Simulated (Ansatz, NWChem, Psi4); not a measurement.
Si2H6O (SMILES [SiH3]O[SiH3]): the HOMO–LUMO gap, rung by rung

The species is Si2H6O (9 atoms), meant as a singlet with charge 0. As SMILES, `[SiH3]O[SiH3]`. The coordinates come from a PBE0-D4/def2-TZVP relaxation.

Quantity: the HOMO–LUMO gap, in eV. The values are calculated.

```tsv
level	kind	program	value (eV)
HF/cc-pVDZ	Hartree–Fock	Psi4	15.75
revPBE/cc-pVDZ	GGA	Ansatz	6.53
M06-2X/cc-pVDZ	hybrid meta-GGA	NWChem	11.04
CAM-B3LYP/cc-pVDZ	range-separated hybrid	Ansatz	11.25
B2PLYP/cc-pVDZ	double hybrid	Ansatz	11.41
B2PLYP/cc-pVDZ (density fitting for correlation)	double hybrid	Psi4	11.41
DSD-PBEP86/cc-pVDZ (density fitting for correlation)	double hybrid	Psi4	13.12
PBE-QIDH/cc-pVDZ	double hybrid	Ansatz	12.94
```

The values span 6.53 to 15.75 eV. Orbital gaps aren't excitation energies, and those of double hybrids come from the SCF part alone; they tend to grow with the share of exact exchange.
